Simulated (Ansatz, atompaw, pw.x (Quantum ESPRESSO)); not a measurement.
Equation-of-state test of one PAW (atompaw) potential (Al)

```
Element                 : Al
Generator               : atompaw 4.2.0.5
Type                    : PAW
Functional              : PBEsol
Relativity              : scalar-relativistic
Frozen core             : [Ne]
Valence charge          : 3
Reference configuration : 3s2 3p1
Partial waves           : 3s (bound): rc 3.00 bohr; 3s channel at 1.4 Ry: rc 2.20 bohr; 3p (bound): rc 3.00 bohr; 3p channel at 3.4 Ry: rc 3.00 bohr; 3d channel at -0.15 Ry: rc 3.00 bohr
Local potential         : vpsmatchnc scheme with l = 3 at 0 Ry, radius 2.55 bohr
Core correction         : smooth core density matched at 2.30 bohr
Augmentation charge     : besselshape compensation charge, radius 2.95 bohr; PAW radius 3.00 bohr; waves and projectors: custom polynom vanderbiltortho
```

Crystal test: sc Al in pw.x 7.5, no spin, 12³ k-points, Fermi–Dirac smearing 0.01 Ry, cutoffs 40/400 Ry. The reference is all-electron LAPW (Ansatz 0.2.0) with the same functional, mesh and smearing; V0 and B0 come from Birch–Murnaghan fits to the pressures at five volumes. Errors are pseudo minus all-electron; Δ is the rms difference of the E(V) curves that follow from these fits, minima aligned, over ±6 % about the mean V0. Mesh and smearing are coarse, so the numbers serve the comparison and aren't converged zero-temperature values; the lattice is a test structure that the element need not adopt.

All-electron: a0 = 2.702 Å (V0 = 19.72 Å³/atom), B0 = 59.6 GPa.

Q: How far does the potential miss the all-electron equation of state?

A: mean pressure error (GPa): +0.37; a0 (Å): 2.707; a0 error (%): +0.20; B0 error (%): -0.5; Δ (meV/atom): 1.6. The largest radius (3.00 bohr) exceeds half the bond length (2.55 bohr), so the spheres overlap, which is one possible source of error among others.

| V (Å³/atom) | P all-electron (GPa) | P pseudo (GPa) |
| --- | --- | --- |
| 18.674 | 3.64 | 4.08 |
| 19.166 | 1.80 | 2.20 |
| 19.657 | 0.19 | 0.55 |
| 20.148 | -1.23 | -0.89 |
| 20.640 | -2.47 | -2.16 |

Q: At the middle volume, how do free energy and pressure move when the wave cutoff is lowered (ecutrho held at 400 Ry)?

A:

```json
{"cutoff (Ry)": "18", "shift of F (meV/atom)": "+0.3", "shift of P (GPa)": "-0.00"}
{"cutoff (Ry)": "24", "shift of F (meV/atom)": "+0.0", "shift of P (GPa)": "-0.00"}
{"cutoff (Ry)": "32", "shift of F (meV/atom)": "+0.0", "shift of P (GPa)": "+0.00"}
```

The 8 pw.x runs together took about 72 s on one core of a shared server CPU.
